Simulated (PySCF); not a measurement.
Cost against result

Saddle point of BH2SF, closed shell (BH₂SF ([F][BH][SH]) → BSF + H₂; bonds formed: H2–H4; bonds broken: B1–H2, S3–H4), PBE0-D4/def2-TZVP structure:

```
atom    x (Å)    y (Å)    z (Å)
  B1  -0.2374   0.0902  -0.2724
  H2   0.1671   0.5316   0.9927
  S3   0.5893  -1.2986  -0.7793
  H4   0.6399  -0.2760   0.6928
  F5  -1.1587   0.9528  -0.6340
```

Barriers are electronic and count from the start structure reached by relaxing down the imaginary mode.

PySCF 2.14 with density fitting (its default auxiliary sets; JK sets also for MP2 and CCSD(T)); basis: as named in each row; cores frozen in the correlated methods. B3LYP uses VWN-RPA correlation. Extrapolation: Hartree–Fock as exp(−7.88 √X), correlation as X^−2.97.

Times are rough, for one single point on 4 threads of a shared host (Arm Neoverse N1).

The estimate by CCSD(T) at an estimated basis limit (MP2 extrapolated from triple and quadruple zeta, plus CCSD(T) − MP2 in triple zeta) is 228.3 kJ/mol.

```tsv
method	basis	time (s)	barrier (kJ/mol)	method less estimate
HF	STO-3G	1	557.8	329.5
B3LYP-D4	6-31G	2	248.0	19.8
MP2	def2-QZVPP	3	221.4	-6.9
PBE0-D4	def2-SVP	3	214.8	-13.5
PBE-D4	def2-SVP	3	191.6	-36.6
SPW92	def2-TZVPP	5	178.5	-49.7
CCSD(T)	def2-SVP	5	241.4	13.2
PBE0-D4	def2-TZVPP	6	215.6	-12.6
B3LYP-D4	def2-TZVPP	6	225.3	-3.0
BHLYP-D4	def2-TZVPP	6	251.3	23.0
PBE-D4	def2-TZVPP	7	194.0	-34.2
r2SCAN-D4	def2-TZVPP	12	208.1	-20.1
CCSD(T)	def2-TZVPP	76	234.5	6.2
wB97M-V	def2-TZVPP	96	231.8	3.5
```

All methods are single points on the PBE0-D4 structures.

No T1 diagnostic of these runs exceeds 0.018.

Labels in which every atom is bracketed show which atoms are joined, not bond orders.
